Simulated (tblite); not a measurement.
Compound: C4H7OS (doublet state).
Z-matrix (Å and degrees, GFN2-xTB geometry), rows numbered from 1:
```
C 
C   1  1.5247
O   2  1.4173  1  111.75
C   3  1.3366  2  116.92  1    77.82
C   4  1.3538  3  121.89  2  -173.74
S   5  1.6950  4  121.68  3  -179.12
H   1  1.0860  2  109.63  3   177.99
H   1  1.0879  2  110.57  3   -61.90
H   1  1.0869  2  110.00  3    58.01
H   2  1.0924  1  110.38  3  -116.70
H   2  1.0973  1  110.30  3   122.65
H   4  1.0859  3  117.90  2     7.35
H   5  1.0807  4  120.30  3     1.06
```

Method: GFN2-xTB as coded in tblite; computed harmonic values from a numerical Hessian at the method's own geometry, unscaled. The method is semi-empirical: single wavenumbers can be off by several per cent or more. One conformer, not necessarily the lowest. Open shells enter through the occupations alone, without spin polarisation, and single modes of such species can be off by tens of per cent.

Harmonic wavenumbers (cm⁻¹): 71.1, 113.1, 150.5, 211.2, 223.4, 369.2, 394.4, 488.6, 734.1, 827.9, 888.1, 905.6, 935.6, 1050.8, 1085.4, 1133.7, 1178.3, 1205.0, 1263.7, 1284.5, 1322.6, 1401.3, 1457.7, 1477.6, 1490.6, 1519.9, 2911.8, 2982.6, 3017.7, 3040.1, 3052.7, 3056.8, 3057.5.

A = 10272, B = 1070, C = 1017 MHz; mass 103.022 u (most abundant isotopes); point group C1, symmetry number 1; spin multiplicity 2.

What is the zero-point energy?

Half the sum of the wavenumbers: 22152 cm⁻¹ = 63.33 kcal/mol.

What is S at 400 K and 1 bar for an ideal gas of classical rigid rotors and harmonic oscillators?

Translation 41.29, rotation 28.63, vibration 24.41, spin (R ln 2) 1.38: S = 95.7 cal/(mol K).

And Cp and H(400 K) − H(0)?

Cp = 32.96 cal/(mol K), of which vibrations give 25.01 (their classical limit is 33 R = 65.6); H(400 K) − H(0) = 8.30 kcal/mol without the zero-point energy, 5.12 from vibrations.

Which modes carry the vibrational entropy at 400 K?

71.1 cm⁻¹: 4.70; 113.1 cm⁻¹: 3.79; 150.5 cm⁻¹: 3.23; 211.2 cm⁻¹: 2.58; 223.4 cm⁻¹: 2.47; 369.2 cm⁻¹: 1.56 cal/(mol K); the other 27 give 6.07 together.

What must be added to the electronic energy to get the Gibbs energy at 400 K and 1 bar?

ZPE + [H(400 K) − H(0)] − T·S = 63.33 + 8.30 − 38.28 = 33.35 kcal/mol.

Blend soft modes into free rotors: weight 1/[1 + (100 cm⁻¹/ν̃)⁴] for the oscillator and the rest for a rotor with moment μB/(μ + B), μ = h/(8π²ν), B = 10⁻⁴⁴ kg m². What vibrational entropy results?

23.06 cal/(mol K) in place of 24.41, which changes −T·S at 400 K by +0.54 kcal/mol.

How do the functions run with temperature in this model?

```csv
T (K),S (cal/(mol K)),Cp (cal/(mol K)),H − H(0) (kcal/mol),G − H(0) (kcal/mol),ln q(vib)
50,56.2,11.1,0.45,-2.36,0.19
100,65.2,15.2,1.11,-5.41,0.89
298.15,87.0,26.7,5.26,-20.67,4.19
373.15,93.5,31.3,7.44,-27.44,5.41
500,103.7,38.5,11.88,-39.96,7.44
750,121.3,48.7,22.86,-68.15,11.33
1000,136.3,55.3,35.92,-100.41,14.98
```

q(vib) and H(0) count from the zero-point level.

Hindered rotation and anharmonicity are outside this model. Other conformers, if any are populated, would add a mixing term that is left out. The structure is chiral; the term R ln 2 for an equal mix with its mirror image is left out.
